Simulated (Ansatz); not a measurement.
## CF4 (SMILES FC(F)(F)F): the energy, rung by rung

The species is CF4 (5 atoms), meant as a singlet with charge 0. As SMILES, `FC(F)(F)F`. The coordinates come from a PBE0-D4/def2-TZVP relaxation. The run starts from this shape.

Quantity: the adiabatic ionisation energy (to the doublet cation, no zero-point term), in eV. The values are calculated.

```csv
level,kind,program,value (eV)
HF/STO-3G,Hartree–Fock,Ansatz,9.29
HF/3-21G,Hartree–Fock,Ansatz,13.05
HF/6-31G* (Cartesian functions),Hartree–Fock,Ansatz,12.61
PBE/def2-SVP,GGA,Ansatz,14.35
B3LYP/6-31G* (Cartesian functions),global hybrid,Ansatz,15.01
MP2/6-31G* (Cartesian functions),perturbation theory,Ansatz,14.15
```

The values span 9.29 to 15.01 eV. Without the sets that lack polarisation functions the rows with a basis span only 12.61 to 15.01 eV.
